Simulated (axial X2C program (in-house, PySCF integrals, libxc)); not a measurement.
## Potential curves of PF, without spin–orbit coupling

Computed with an in-house relativistic program for diatomic molecules. Spin-free means the one-electron spin-free X2C Hamiltonian. Basis: P dyall-v3z [8s7p2d1f], F dyall-av3z [7s6p3d2f] (cores contracted in-house); Gaussian nuclei, density fitting, unrestricted open shells. Masses: P 30.974 u, F 18.998 u.

State: M_S = 1, Λ = 0 (beyond evenly filled blocks: π+α, π-α). Energies in eV from the fragments at the same level (P + F). Fits are polynomials in 1 − R0/R over 0.85 to 1.23 times the lowest point R0.

```json
{"R (Å)": "1.4016", "PBE": "-3.8605", "MP2": "-3.6061"}
{"R (Å)": "1.4660", "PBE": "-4.4889", "MP2": "-4.2030"}
{"R (Å)": "1.5143", "PBE": "-4.7709", "MP2": "-4.4610"}
{"R (Å)": "1.5627", "PBE": "-4.9316", "MP2": "-4.5978"}
{"R (Å)": "1.6110", "PBE": "-4.9986", "MP2": "-4.6410"}
{"R (Å)": "1.6674", "PBE": "-4.9874", "MP2": "-4.6027"}
{"R (Å)": "1.7238", "PBE": "-4.9048", "MP2": "-4.4939"}
{"R (Å)": "1.7963", "PBE": "-4.7252", "MP2": "-4.2821"}
{"R (Å)": "1.8849", "PBE": "-4.4336", "MP2": "-3.9540"}
{"R (Å)": "2.0137", "PBE": "-3.9384", "MP2": "-3.4114"}
```

Correlated methods: 12 electrons correlated (number of frozen shells: P 2 s, 1 p; F 1 s), 166 virtual spin orbitals or spinors in MP2.

Occupations by symmetry block were frozen at the best pattern of an incomplete PBE0 search. De is counted from the lowest determinant-based energies of the atoms at the same level, without counterpoise correction. MP2 and coupled cluster on one determinant become unreliable at the stretched end.

**Question.** What are Re, ωe and De at the PBE level?

**Answer.** At PBE, spin-free: Re = 1.631 Å, ωe ≈ 794 cm⁻¹, De = 5.00 eV to P + F; Be follows as 0.538 cm⁻¹.

**Question.** What are Re, ωe and De at the MP2 level?

**Answer.** At MP2, spin-free: Re = 1.614 Å, ωe ≈ 830 cm⁻¹, De = 4.64 eV to P + F; Be follows as 0.549 cm⁻¹.
